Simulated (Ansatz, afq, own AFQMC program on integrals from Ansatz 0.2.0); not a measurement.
Integrals from Ansatz 0.2.0, then the random walk in our own AFQMC program (afq).

```yaml
crystal:
  periodic: [false, false, false]
  atoms:
    - {symbol: Ge, position_ang: [0.000000, 0.000000, 0.931421]}
    - {symbol: C, position_ang: [0.000000, 0.000000, -4.994579]}
    - {symbol: H, position_ang: [0.000000, 1.285282, 1.754406]}
    - {symbol: H, position_ang: [0.000000, -1.285282, 1.754406]}
    - {symbol: H, position_ang: [0.000000, 0.923283, -5.559192]}
    - {symbol: H, position_ang: [0.000000, -0.923283, -5.559192]}
basis:
  gaussian: {orbitals: 6-31G}
magnetization: {spin_polarized: false}
correlation: {method: ccsd_t, electrons: outside_noble_gas, hamiltonian_folder: ham}
```

```sh
$ ansatz run in.yaml --threads 1 --pin off --events-out ev --progress --plain --max-ram 1382MiB
```

Options of the walk:

```
--method phaseless --trial cisd --walkers 60 --populations 1 --least-time 40 --time-step 0.005 --steps-per-block 50 --equilibration-blocks 40 --max-blocks 300 --target-error 0.00084 --factor-cut 1e-05 --seed 8011 --release-times 0.24,0.51,0.99,1.62,2.4 --release-step 0.03 --release-every 4 --taylor-order 6
```

Times are imaginary, in 1/Eh. The walk had a cap of 824 s. Filled inner d shells are frozen with the cores.

Log:

```
orbitals 31  electrons 6 6  factors 215 of 505
reference energy -2114.96019379 Eh
CCSD correlation -0.14920079 Eh in 15 cycles, weight of the determinant in the CISD state 0.8709
energy of the start -2115.109394 Eh
 block  time / (1/Eh)  mean weight  energy / Eh
     1     0.250  1.0001  -2115.107329
     2     0.500  1.0003  -2115.107080
     3     0.750  1.0005  -2115.107686
     4     1.000  0.9991  -2115.110033
     5     1.250  1.0005  -2115.108700
     8     2.000  0.9991  -2115.108927
    11     2.750  1.0009  -2115.110666
    26     6.500  1.0001  -2115.109140
    41    10.250  0.9978  -2115.114143
    56    14.000  1.0000  -2115.107436
    71    17.750  1.0000  -2115.125472
    86    21.500  1.0008  -2115.111836
   101    25.250  0.9984  -2115.107000
   116    29.000  0.9974  -2115.111259
   131    32.750  1.0001  -2115.116678
   146    36.500  1.0008  -2115.112253
   161    40.250  0.9998  -2115.109569
   176    44.000  1.0007  -2115.108586
   191    47.750  0.9997  -2115.111795
   196    49.000  1.0006  -2115.110509
blocks merged  error / Eh  count
     1  0.000296  160
     2  0.000359  80
     4  0.000436  40
     8  0.000432  20
    16  0.000379  10
released: time / (1/Eh)  energy / Eh  error  mean overlap
  0.24  -2115.112331  0.000493  0.9969
  0.51  -2115.111613  0.000406  0.9977
  0.99  -2115.113148  0.000796  0.9950
  1.62  -2115.111845  0.000785  1.0084
  2.40  -2115.113775  0.000907  0.9953
energy -2115.112629 +/- 0.000436 Eh
(rows thinned)
```

The run passed its tests (sampling time, drift between the halves within three errors, error under three times the target), which doesn't prove that it has relaxed.

Against this walk (error 11.9 meV) on the same determinant: CCSD(T) 26.3 meV higher, CCSDT(Q) 1.1 meV higher (within the noise). The error is statistical and leaves out the bias of the constraint. Released to 1.62 1/Eh the energy moves by 21 ± 24 meV (both errors), within twice the noise.

Cautions: constraint bias not in the error; no relativity below Rb; no spin-orbit coupling; inner d shell frozen; higher spins were not checked; restricted determinant unstable towards unrestricted (UHF 1.64 eV lower, ⟨S²⟩ 2.02).

The walk took 68 s on 1 thread of Arm Neoverse V2 (shared host). The log's last line is the phaseless energy.

CCSDT and higher add their correlation energy to the determinant of the CCSD(T) run, since their own runs factorise the integrals more tightly (a shift of under 2 meV). A walk keeps the symmetry of its determinant, which the program's search chose and which needn't be the lowest solution, so a lower state of the same spin and another symmetry isn't excluded.
